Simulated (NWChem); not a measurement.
All runs are NWChem calculations. System: Na (-1), charge -1, spin multiplicity 1. Level: LC-wPBE (omega 0.3 per bohr)/def2-TZVPD.

Input file:

```
start mol
memory heap 200 mb stack 900 mb global 1100 mb
charge -1
geometry units angstroms nocenter noautoz
  Na     0.000000     0.000000     0.000000
  symmetry group D2h
end
basis spherical
  * library def2-tzvpd
end
dft
  xc xwpbe 1.00 cpbe96 1.0 hfexch 1.00
  cam 0.3 cam_alpha 0.00 cam_beta 1.00
  direct
  iterations 100
end
task dft energy
```

NWChem printed:

```
             Northwest Computational Chemistry Package (NWChem) 7.3.0
             --------------------------------------------------------

                                NWChem Input Module
                                -------------------

 Scaling coordinates for geometry "geometry" by  1.889725989
 (inverse scale =  0.529177249)

                             Geometry "geometry" -> ""
                             -------------------------

 Output coordinates in angstroms (scale by  1.889725989 to convert to a.u.)

  No.       Tag          Charge          X              Y              Z
 ---- ---------------- ---------- -------------- -------------- --------------
    1 Na                  11.0000     0.00000000     0.00000000     0.00000000

 Effective nuclear repulsion energy (a.u.)       0.0000000000

            Nuclear Dipole moment (a.u.)
            ----------------------------
        X                 Y               Z
 ---------------- ---------------- ----------------
     0.0000000000     0.0000000000     0.0000000000

      Symmetry information
      --------------------

 Group name             D2h
 Group number             26
 Group order               8
 No. of unique centers     1

      Symmetry unique atoms

     1


 Summary of "ao basis" -> "" (spherical)
 ------------------------------------------------------------------------------
       Tag                 Description            Shells   Functions and Types
 ---------------- ------------------------------  ------  ---------------------
 *                         def2-tzvpd                 on all atoms

  pbe96 is a nonlocal functional; adding pw91lda local functional.

                                 NWChem DFT Module
                                 -----------------

 Summary of "ao basis" -> "ao basis" (spherical)
 ------------------------------------------------------------------------------
       Tag                 Description            Shells   Functions and Types
 ---------------- ------------------------------  ------  ---------------------
 Na                        def2-tzvpd               13       35   5s5p3d
[...]
 d= 0,ls=0.0,diis     6   -162.1948319330 -6.72D-05  1.68D-05  7.86D-08     0.9

 !! scf_movecs_sym_adapt:   22 vectors were symmetry contaminated

  Symmetry fudging

 !! scf_movecs_sym_adapt:   22 vectors were symmetry contaminated

 d= 0,ls=0.0,diis     7   -162.1948319484 -1.54D-08  2.08D-06  7.51D-10     1.1

         Total DFT energy =     -162.194831948400
      One electron energy =     -229.588613224981
           Coulomb energy =       81.783478044562
    Exchange-Corr. energy =      -14.389696767981
 Nuclear repulsion energy =        0.000000000000

 Numeric. integr. density =       11.999999999990

     Total iterative time =      0.9s

                  Occupations of the irreducible representations
                  ----------------------------------------------

                     irrep           alpha         beta
                     --------     --------     --------
                     ag                3.0          3.0
                     au                0.0          0.0
                     b1g               0.0          0.0
                     b1u               1.0          1.0
                     b2g               0.0          0.0
                     b2u               1.0          1.0
                     b3g               0.0          0.0
                     b3u               1.0          1.0

                       DFT Final Molecular Orbital Analysis
                       ------------------------------------

 Vector    4  Occ=2.000000D+00  E=-1.040671D+00  Symmetry=b3u
              MO Center= -1.6D-16,  8.3D-33,  8.3D-33, r^2= 2.4D-01
   Bfn.  Coefficient  Atom+Function         Bfn.  Coefficient  Atom+Function
  ----- ------------  ---------------      ----- ------------  ---------------
     6      0.860569  1 Na px                 9      0.224294  1 Na px
    15      0.027272  1 Na px

 Vector    5  Occ=2.000000D+00  E=-1.040670D+00  Symmetry=b1u
              MO Center= -6.6D-18,  5.8D-18, -1.8D-17, r^2= 2.4D-01
   Bfn.  Coefficient  Atom+Function         Bfn.  Coefficient  Atom+Function
  ----- ------------  ---------------      ----- ------------  ---------------
     8      0.860569  1 Na pz                11      0.224293  1 Na pz
    17      0.027272  1 Na pz

 Vector    6  Occ=2.000000D+00  E=-2.350656D-02  Symmetry=ag
              MO Center= -2.8D-17,  1.0D-16,  1.2D-19, r^2= 9.2D+00
   Bfn.  Coefficient  Atom+Function         Bfn.  Coefficient  Atom+Function
  ----- ------------  ---------------      ----- ------------  ---------------
     5      0.792973  1 Na s                  4      0.259249  1 Na s
     3     -0.166727  1 Na s                  2      0.051224  1 Na s
     1      0.031165  1 Na s

 Vector    7  Occ=0.000000D+00  E= 1.038650D-01  Symmetry=b3u
              MO Center=  2.8D-17,  1.8D-33,  3.8D-33, r^2= 3.8D+01
   Bfn.  Coefficient  Atom+Function         Bfn.  Coefficient  Atom+Function
  ----- ------------  ---------------      ----- ------------  ---------------
    18      1.246081  1 Na px                12     -0.410512  1 Na px
    15      0.125740  1 Na px

 Vector    8  Occ=0.000000D+00  E= 1.038650D-01  Symmetry=b2u
              MO Center=  8.1D-34, -1.0D-16,  9.8D-34, r^2= 3.8D+01
   Bfn.  Coefficient  Atom+Function         Bfn.  Coefficient  Atom+Function
  ----- ------------  ---------------      ----- ------------  ---------------
    19      1.246081  1 Na py                13     -0.410512  1 Na py
    16      0.125740  1 Na py

 Vector    9  Occ=0.000000D+00  E= 1.038653D-01  Symmetry=b1u
              MO Center=  3.3D-16,  4.2D-16, -7.3D-18, r^2= 3.8D+01
   Bfn.  Coefficient  Atom+Function         Bfn.  Coefficient  Atom+Function
  ----- ------------  ---------------      ----- ------------  ---------------
    20      1.246082  1 Na pz                14     -0.410515  1 Na pz
    17      0.125743  1 Na pz

 Task  times  cpu:        1.0s     wall:        1.0s

 Total times  cpu:        1.1s     wall:        1.1s
```
